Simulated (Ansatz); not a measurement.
We consider PbO (Pbcm, No. 57), described by LDA in Ansatz (plane waves, PAW).

Settings: plane-wave cutoff 520 eV, 8×6×6 k mesh (along the axes of the cell as run), Fermi–Dirac smearing 0.01 eV, scalar-relativistic PAW data made under PBE.

Cell (measured lattice):

```
PbO
1.0
    4.77500     0.00000     0.00000
    0.00000     5.48900     0.00000
    0.00000     0.00000     5.89100
Pb O
4 4
Cartesian
  1.19375   5.37483   1.36023
  3.58125   0.11417   4.53077
  3.58125   2.85867   1.36023
  1.19375   2.63033   4.53077
  1.19375   0.48633   5.11987
  3.58125   5.00267   0.77113
  3.58125   2.25817   5.11987
  1.19375   3.23083   0.77113
```

Q: What does this level give for the band gap, smallest direct gap on the k points sampled and Γ–Γ gap?

A: 
- band gap: 1.99 eV
- smallest direct gap on the k points sampled: 2.38 eV
- Γ–Γ gap: 3.07 eV

Note: cell and atoms aren't relaxed at this level (largest force component 0.20 eV/Å, pressure -1.7 GPa).

Spin–orbit coupling is not included; with these elements it can move the gap by several tenths of an eV or more.

Static lattice: no zero-point or thermal effects.

Computing time: around 2.8 core-minutes (rough).

Ansatz is a quantum-chemistry and plane-wave program.
